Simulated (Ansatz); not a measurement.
## CH3N, SMILES C=N: the interaction energy of a dimer with the counterpoise correction, step by step

Computed with Ansatz's Python interface.

Run as a notebook:

**Cell 1**
```python
import ansatz as az
```

**Cell 2**
```python
FIRST = [
    ("C", (-0.0498, -0.3886, 0.0421)),
    ("N", (0.6004, 0.6452, -0.218)),
    ("H", (-1.1003, -0.4394, 0.349)),
    ("H", (0.463, -1.3396, -0.0398)),
    ("H", (0.0868, 1.5224, -0.1334)),
]
SECOND = [
    ("C", (1.1611, 2.8092, 2.1119)),
    ("N", (1.7089, 2.9193, 0.9954)),
    ("H", (1.6591, 2.6059, 3.0665)),
    ("H", (0.0846, 2.924, 2.158)),
    ("H", (2.7228, 2.8082, 0.9885)),
]
```

**Cell 3**
```python
def energy(atoms, ghosts=()):
    molecule = az.Crystal.molecule()
    for symbol, xyz in atoms:
        molecule = molecule.atom(symbol, xyz)
    calc = (
        molecule.calculation()
        .basis(gaussian="def2-SVP")
        .functional("pbe")
    )
    deck = calc.input()
    if ghosts:
        deck = deck.set(az.key.basis.gaussian.ghost_atoms, [{"symbol": s, "position_ang": list(xyz)} for s, xyz in ghosts])
    return az.Session.from_dict(deck).plan().execute().report["free_energy_ev"]
```

**Cell 4**
```python
both = energy(FIRST + SECOND)
alone = energy(FIRST) + energy(SECOND)
ghosted = energy(FIRST, SECOND) + energy(SECOND, FIRST)
print(f"dimer {both:.6f} eV")
print(f"interaction, uncorrected   {(both - alone):8.3f} eV")
print(f"interaction, counterpoise  {(both - ghosted):8.3f} eV")
print(f"basis-set superposition    {(alone - ghosted):8.3f} eV")
```
Output:
```text
dimer -5139.269484 eV
interaction, uncorrected     -0.017 eV
interaction, counterpoise     0.066 eV
basis-set superposition       0.083 eV
```

Uncorrected it is -0.017 eV, with the counterpoise correction 0.066 eV; the difference, 0.08 eV, is the superposition error. The sign changes with the correction, so this basis doesn't settle it.

Caveats:
- Total energies depend on the basis set; only differences at equal settings carry meaning.
- The dimer is a generated trial pose of unrelaxed monomers, not a minimum, so the figure is no binding energy, and the basis set is small.
- This level lacks the dispersion part of the attraction (electrostatics and induction are there), which can decide the sign where the interaction is weak.
- Run time: 5.7 s on 1 thread of Intel(R) Xeon(R) Platinum 8259CL CPU @ 2.50GHz (Skylake/Cascade Lake), on a shared host, peak memory 0.17 GiB.
